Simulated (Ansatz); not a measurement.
# C3H3O+: single points off equilibrium

The task here is to estimate one member of a computed series from the others.

The runs use Ansatz 0.2.0, Gaussian basis; single points in def2-TZVPP.

Cores are frozen in the correlated methods. B3LYP uses VWN-RPA correlation.

## Where the work starts

7 atoms, charge 1, spin multiplicity 1.

Atoms are counted from 1 here; the program's logs count them from 0.

Bond lengths: C1–C2 1.196 Å, C1–H5 1.092 Å, C2–C3 1.417 Å, C3–O4 1.219 Å, C3–H6 1.184 Å, O4–H7 1.066 Å. Angles: C2–C1–H5 170.6°, C1–C2–C3 177.6°, C2–C3–O4 127.9°, C2–C3–H6 111.7°, O4–C3–H6 119.5°, C3–O4–H7 120.3°.

Coordinates:

| atom | x (Å) | y (Å) | z (Å) |
| --- | --- | --- | --- |
| C1 | -1.6957 | 0.1721 | -0.3821 |
| C2 | -0.5657 | 0.1711 | 0.0099 |
| C3 | 0.7571 | 0.1321 | 0.5171 |
| O4 | 1.7484 | -0.3406 | -0.0123 |
| H5 | -2.7244 | -0.0026 | -0.7044 |
| H6 | 0.8774 | 0.8137 | 1.4777 |
| H7 | 1.6615 | -0.8992 | -0.9156 |

The first run:

The input, run/in.yaml:

```yaml
crystal:
  periodic: [false, false, false]
  atoms:
    - {symbol: C, position_ang: [-1.695700, 0.172100, -0.382100]}
    - {symbol: C, position_ang: [-0.565700, 0.171100, 0.009900]}
    - {symbol: C, position_ang: [0.757100, 0.132100, 0.517100]}
    - {symbol: O, position_ang: [1.748400, -0.340600, -0.012300]}
    - {symbol: H, position_ang: [-2.724400, -0.002600, -0.704400]}
    - {symbol: H, position_ang: [0.877400, 0.813700, 1.477700]}
    - {symbol: H, position_ang: [1.661500, -0.899200, -0.915600]}
basis:
  gaussian: {orbitals: def2-TZVPP}
total_charge: 1
correlation: {method: ccsd_t}
output: {forces: true}
```

No record of the launch command was kept for these runs.

Steps of the session up to this table: CCSD(T)/def2-TZVPP; PBE0-D4/def2-TZVPP; wB97M-V/def2-TZVPP; r2SCAN-D4/def2-TZVPP; PBE-D4/def2-TZVPP; B3LYP-D4/def2-TZVPP; SPW92/def2-TZVPP.

One of the session's tables, all rows but one given; the rest of the session is left out.

```
   method  RMS force component (eV/Å)  angle to CCSD(T) forces (°)
  CCSD(T)                       2.112                    reference
  PBE0-D4                       1.922                          7.6
  wB97M-V                       1.890                         10.8
r2SCAN-D4                       2.040                          5.5
   PBE-D4                       2.119                          6.7
 B3LYP-D4                       1.969                          7.5
    SPW92                           ?                            ?
```

Estimate the missing values for SPW92.

As computed: RMS force component (eV/Å): 1.869; angle to CCSD(T) forces (°): 9.1. In the column «RMS force component (eV/Å)» it is the lowest.
